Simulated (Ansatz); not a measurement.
Geometry optimisation, Ansatz 0.2.0, RKS PBE-D4/def2-SVP.

Input:

```yaml
crystal:
  periodic: [false, false, false]
  atoms:
    - { symbol: B, position_ang: [-0.46846, 0.04645, 2.27388] }
    - { symbol: Si, position_ang: [-0.25419, -0.10168, 0.49944] }
    - { symbol: O, position_ang: [0.00517, 0.13544, -1.08678] }
    - { symbol: H, position_ang: [-0.21477, -1.3766, -0.16886] }
basis:
  gaussian: { orbitals: def2-SVP }
hamiltonian:
  xc: pbe
  dispersion: d4
relax:
  f_tol: 0.02
  max_steps: 50
```

Run as:

```bash
$ ansatz run input.yaml --threads 1 --pin off --max-ram 2048MiB --backend cpu --events-out ev --progress --plain --runs-dir out
```

**Question.** Where does it end, and by what steps?

**Answer.** The run converged. After 29 steps the energy has fallen by 5.711 eV; B1 moved furthest, 2.03 Å. Parted: B1–Si2. Joined: B1–O3.

```json
{"step": "0", "energy less start (eV)": "0.0000", "largest force component (eV/Å)": "6.222", "accepted": "yes"}
{"step": "2", "energy less start (eV)": "-1.7598", "largest force component (eV/Å)": "3.349", "accepted": "yes"}
{"step": "4", "energy less start (eV)": "-2.1268", "largest force component (eV/Å)": "3.857", "accepted": "no"}
{"step": "6", "energy less start (eV)": "-2.3168", "largest force component (eV/Å)": "0.149", "accepted": "yes"}
{"step": "8", "energy less start (eV)": "-2.3896", "largest force component (eV/Å)": "0.363", "accepted": "yes"}
{"step": "10", "energy less start (eV)": "-2.4512", "largest force component (eV/Å)": "0.366", "accepted": "yes"}
{"step": "12", "energy less start (eV)": "-2.4966", "largest force component (eV/Å)": "0.210", "accepted": "yes"}
{"step": "14", "energy less start (eV)": "-2.6477", "largest force component (eV/Å)": "0.496", "accepted": "yes"}
{"step": "16", "energy less start (eV)": "-3.4381", "largest force component (eV/Å)": "1.521", "accepted": "yes"}
{"step": "18", "energy less start (eV)": "-4.3580", "largest force component (eV/Å)": "9.418", "accepted": "yes"}
{"step": "20", "energy less start (eV)": "-5.3658", "largest force component (eV/Å)": "1.186", "accepted": "yes"}
{"step": "22", "energy less start (eV)": "-5.5392", "largest force component (eV/Å)": "0.367", "accepted": "yes"}
{"step": "24", "energy less start (eV)": "-5.6189", "largest force component (eV/Å)": "1.556", "accepted": "yes"}
{"step": "26", "energy less start (eV)": "-5.7023", "largest force component (eV/Å)": "0.555", "accepted": "no"}
{"step": "28", "energy less start (eV)": "-5.7070", "largest force component (eV/Å)": "0.413", "accepted": "no"}
{"step": "29", "energy less start (eV)": "-5.7110", "largest force component (eV/Å)": "0.004", "accepted": "yes"}
```

```xyz
4
Properties=species:S:1:pos:R:3
B -0.211 1.535 0.925
Si -0.252 -1.481 0.719
O -0.227 0.252 0.702
H -0.243 -1.602 -0.827
```

Time of the run: 23 s on 1 CPU thread of a shared host.
